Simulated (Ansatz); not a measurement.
Consider the atomization: `CC1=C(O)N1` → 3 C• + 5 H• + N• + O•.

Program: Ansatz. Geometries: PBE0-D4/def2-TZVP. ΔE: electronic, gas phase. CCSD(T)/CBS is the MP2 limit (def2-TZVPP, def2-QZVPP) plus CCSD(T) − MP2 in def2-TZVPP, frozen cores. This one scheme is used for every species, atoms too. DFT in def2-TZVPP. No spin–orbit coupling; open shells (•) take unrestricted orbitals. Spin–orbit coupling would lower the free atoms: a little for C, O. Each species was taken in one conformer, which may not be the lowest.

`CC1=C(O)N1`:

Cartesian coordinates in Å:
```
C -0.262 -1.291 -0.985
C -0.008 -0.115 -0.166
C 0.539 0.720 0.622
O 1.587 1.280 1.199
N -0.885 0.791 0.795
H -0.847 -2.027 -0.423
H 0.683 -1.751 -1.281
H -0.821 -1.045 -1.893
H 1.263 1.864 1.894
H -1.247 1.575 0.240
```

| species | B2PLYP energy (Eh) |
| --- | --- |
| `CC1=C(O)N1` | -247.07972 |
| C• | -37.82703 |
| H• | -0.49861 |
| N• | -54.56930 |
| O• | -75.05191 |

**Question.** Work out ΔE.

**Answer.** ΔE = 5 × (-0.49861) + 3 × (-37.82703) + (-54.56930) + (-75.05191) − (-247.07972) = 1.48437 Eh = +3897.2 kJ/mol. CCSD(T)/CBS gives +3923.6 kJ/mol.

Largest T1 diagnostic among the species: 0.012.

From BLYP to BHLYP (50 % exact exchange), in def2-TZVPP and without D4, ΔE moves by −205.3 kJ/mol: exact exchange takes away binding that semilocal exchange gives to molecules. At CCSD(T), def2-SVP lies −217.6 kJ/mol from the extrapolated value and def2-TZVPP −121.0 kJ/mol: correlation converges slowly with the basis, and small sets miss more of it in the bonded molecule than in its fragments.

For atomizations the MP2-based limit and the directly extrapolated one differ by several kJ/mol either way, and by 10 to 25 for some Ge, Se and Sn compounds, so smaller differences from it don't rank the levels.
